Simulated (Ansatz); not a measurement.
Basis-set series for `[O]=[Al][OH]`. Charge 0, multiplicity 1. All single points use the PBE0-D4/def2-TZVP geometry. It is one conformer, not always the lowest.

```tsv
functional	basis	functions	energy (Eh)	HOMO (eV)	LUMO (eV)
PBE0-D4	def2-SVP	51	-393.02989	-7.26	-2.05
PBE0-D4	def2-QZVPP	214	-393.33246	-7.57	-2.38
ωB97M-V	def2-SVP	51	-393.24929	-9.58	-0.24
ωB97M-V	def2-QZVPP	214	-393.55539	-9.98	-0.73
```

Problem. Give the rows for def2-TZVPP. (Best estimate.)

Solution. Ansatz gave: 
```json
{"functional": "PBE0-D4", "basis": "def2-TZVPP", "functions": "118", "energy (Eh)": "-393.31561", "HOMO (eV)": "-7.51", "LUMO (eV)": "-2.29"}
{"functional": "ωB97M-V", "basis": "def2-TZVPP", "functions": "118", "energy (Eh)": "-393.53924", "HOMO (eV)": "-9.91", "LUMO (eV)": "-0.52"}
```
